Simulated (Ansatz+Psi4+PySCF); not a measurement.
**doublet BF(+): levels of theory in one basis**

```xyz
2

B     0.0000    0.0000   -0.0050
F     0.0000    0.0000    1.5170
```

Basis set: cc-pVTZ (spherical functions). Correlated methods keep 2 orbitals frozen. Correlation on ROHF uses semicanonical orbitals with singles. Charge 1, multiplicity 2.

Computed with Ansatz (development build ahead of 0.2.0) and Psi4 1.11; each method stands on the lowest determinant of its kind that the runs found.

| method | E − E(ROHF) (eV) | <S²> of the determinant |
| --- | --- | --- |
| ROHF | 0.00 | 0.75 |
| UHF | -0.04 | 0.76 |
| ROHF-MP2 | -8.30 | – |
| UHF-MP2 | -8.29 | 0.76 |

Caution for ROHF-MP2, UHF-MP2: bonds are stretched, where a single reference can fail.
